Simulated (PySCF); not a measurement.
## [C2H2N]-: core ionisation energies

Species: C₂H₂N (charge -1).
Numbering: `[CH2-:1][C:2]#[N:3]`

The calculation used delta-SCF UKS SCAN, pcX-2 on the ionised atom, pcseg-1 elsewhere, spin-free X2C in PySCF 2.14.0. Binding energies are ΔSCF values: E(core-ionised, relaxed orbitals) − E(ground state) at a fixed geometry, referred to the vacuum level.

Q: Give the core binding energies atom by atom.

A: 
```
atom(s)                 environment  level  binding energy (eV)  above the level's lowest (eV)  count
     C1  carbon bonded to C and 2 H   C 1s               283.58                           0.00      1
     C2    carbon bonded to C and N   C 1s               285.14                          +1.56      1
     N3        nitrogen bonded to C   N 1s               397.30                           0.00      1
```

The listed C 1s values span 1.56 eV, from C1 (bonded to C and 2 H) to C2 (bonded to N (triple bond) and C). Summing the Pauling electronegativity differences to the bonded atoms, each weighted by its formal bond order, gives -0.70 for the lowest site and +1.47 for the highest.

Q: Give the binding energy of C 1s of C1 in hartree and in kJ/mol.

A: 283.58 eV = 10.4214 Eh = 27361 kJ/mol.

Q: Which photon energy gives electrons from C 1s of C1 a kinetic energy of 50 eV, and what is their de Broglie wavelength?

A: hν = 283.58 + 50 = 333.58 eV, recoil neglected; λ = 12.264 Å/√(E/eV) = 1.73 Å.

The species carries charge -1, so core ionisation leaves a neutral species. The basis sets have no added diffuse functions. Geometry: PBE0-D3(BJ)/def2-SVP; no solvent, vibrations or thermal averaging.

The run took 4.1 s wall on one thread, Arm Neoverse V2 (aarch64), on a shared host, and the process peaked at 0.38 GiB of memory.
